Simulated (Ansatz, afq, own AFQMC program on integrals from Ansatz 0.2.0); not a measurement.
AFQMC on a folder of integrals that Ansatz 0.2.0 wrote.

```yaml
crystal:
  periodic: [false, false, false]
  atoms:
    - {symbol: N, position_ang: [0.000000, 0.066533, 0.690604]}
    - {symbol: O, position_ang: [0.000000, -0.105972, -0.538841]}
    - {symbol: H, position_ang: [0.000000, 0.757574, -1.043675]}
basis:
  gaussian: {orbitals: cc-pVDZ}
magnetization: {spin_polarized: false}
correlation: {method: ccsd_t, electrons: outside_noble_gas, hamiltonian_folder: ham}
```

```sh
$ ansatz run in.yaml --threads 1 --pin off --events-out ev --progress --plain --max-ram 1382MiB
```

afq runs on the folder ham with

```
--method phaseless --trial hf --walkers 180 --populations 1 --least-time 40 --time-step 0.005 --steps-per-block 20 --equilibration-blocks 112 --max-blocks 600 --target-error 0.00126 --factor-cut 1e-05 --seed 4963 --taylor-order 6
```

Times are imaginary, in 1/Eh. The walk had a cap of 508 s.

```
orbitals 31  electrons 6 6  factors 232 of 312
reference energy -129.74511671 Eh
CCSD correlation -0.34488542 Eh in 13 cycles, weight of the determinant in the CISD state 0.8810
energy of the start -129.745117 Eh
 block  time / (1/Eh)  mean weight  energy / Eh
     1     0.100  1.0017  -129.850719
     2     0.200  1.0033  -129.924041
     3     0.300  1.0015  -129.971638
     4     0.400  1.0000  -129.988830
     5     0.500  1.0016  -130.026616
     7     0.700  1.0021  -130.032731
     9     0.900  1.0004  -130.050312
    18     1.800  1.0001  -130.122448
    52     5.200  0.9986  -130.097325
    86     8.600  0.9976  -130.113029
   120    12.000  1.0012  -130.096108
   154    15.400  0.9991  -130.112838
   188    18.800  0.9976  -130.108447
   222    22.200  1.0013  -130.104888
   256    25.600  1.0009  -130.170219
   290    29.000  0.9991  -130.139387
   324    32.400  0.9992  -130.099741
   358    35.800  1.0022  -130.107124
   375    37.500  1.0015  -130.056793
   392    39.200  0.9990  -130.125144
   426    42.600  0.9998  -130.102171
   443    44.300  1.0013  -130.210017
   460    46.000  1.0016  -130.114345
   494    49.400  0.9983  -130.147500
   528    52.800  1.0026  -130.102578
   562    56.200  0.9971  -130.095247
   596    59.600  1.0009  -130.118683
   630    63.000  1.0000  -130.061788
   664    66.400  1.0009  -130.119403
   698    69.800  1.0011  -130.105377
blocks merged  error / Eh  count
     1  0.001275  600
     2  0.001662  300
     4  0.002073  150
     8  0.002613  75
    16  0.003169  37
    32  0.003739  18
    64  0.003401  9
energy -130.112005 +/- 0.003739 Eh
(rows thinned)
```

(1) Estimate how long the walk took on 1 thread of Intel(R) Xeon(R) Platinum 8488C (Sapphire Rapids) (shared host).

The run passed its tests (sampling time, drift between the halves within three errors, error under three times the target), which doesn't prove that it has relaxed.

Against this walk (error 101.7 meV) on the same determinant: CCSD(T) 305.5 meV higher, CCSDT(Q) 244.5 meV higher, a separate phaseless walk with a CISD trial and standard settings 250.1 ± 102.9 meV higher. The error is statistical and leaves out the bias of the constraint.

Cautions: constraint bias not in the error; error above the target (101.7 against 34.3 meV); higher spins were not checked; restricted determinant unstable towards unrestricted (UHF 965 meV lower, ⟨S²⟩ 0.94); raised T1 diagnostic (T1 0.025, weight of the determinant 0.88, largest double 0.09); CCSDT(Q) on the UHF determinant differs (665 meV lower), perhaps since the unrestricted series falls towards higher spin.

Answers

(1) 110 s of wall time.

CCSDT and higher add their correlation energy to the determinant of the CCSD(T) run, since their own runs factorise the integrals more tightly (a shift of under 2 meV). A walk keeps the symmetry of its determinant, which the program's search chose and which needn't be the lowest solution, so a lower state of the same spin and another symmetry isn't excluded.
